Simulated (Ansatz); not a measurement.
We consider litharge SnO, described by r²SCAN-D4 in Ansatz (PAW).

Settings: plane-wave cutoff 600 eV, 20×20×16 k mesh (along the axes of the cell as run), finite displacements, scalar-relativistic PAW data made under PBE.

Cell (relaxed at this level):

```cif
data_O2Sn2
_chemical_formula_sum 'Sn2 O2'
_space_group_name_H-M_alt 'P4/nmm :1'
_space_group_IT_number 129
_space_group_name_Hall 'P 4ab 2ab -1ab'
_cell_length_a 3.79871
_cell_length_b 3.79871
_cell_length_c 4.81302
_cell_angle_alpha 90.000
_cell_angle_beta 90.000
_cell_angle_gamma 90.000
loop_
_space_group_symop_operation_xyz
  'x, y, z'
  '-y+1/2, x+1/2, z'
  '-x, -y, z'
  'y+1/2, -x+1/2, z'
  'x+1/2, -y+1/2, -z'
  '-y, -x, -z'
  '-x+1/2, y+1/2, -z'
  'y, x, -z'
  '-x+1/2, -y+1/2, -z'
  'y, -x, -z'
  'x+1/2, y+1/2, -z'
  '-y, x, -z'
  '-x, y, z'
  'y+1/2, x+1/2, z'
  'x, -y, z'
  '-y+1/2, -x+1/2, z'
loop_
_atom_site_label
_atom_site_type_symbol
_atom_site_symmetry_multiplicity
_atom_site_Wyckoff_symbol
_atom_site_fract_x
_atom_site_fract_y
_atom_site_fract_z
_atom_site_occupancy
Sn1 Sn 2 c 0.00000 0.50000 0.23799 1
O1 O 2 a 0.00000 0.00000 0.00000 1
```

Q: Estimate the high-frequency dielectric constant (mean over three axes) and static dielectric constant (mean over three axes) that the calculation returns.

A: 
* **high-frequency dielectric constant (mean over three axes)**: 7.33
* **static dielectric constant (mean over three axes)**: 18.7

Note: the dispersion coefficients are held fixed in the derivatives.

Spin–orbit coupling is not included.

Ansatz is a program for electronic structure.
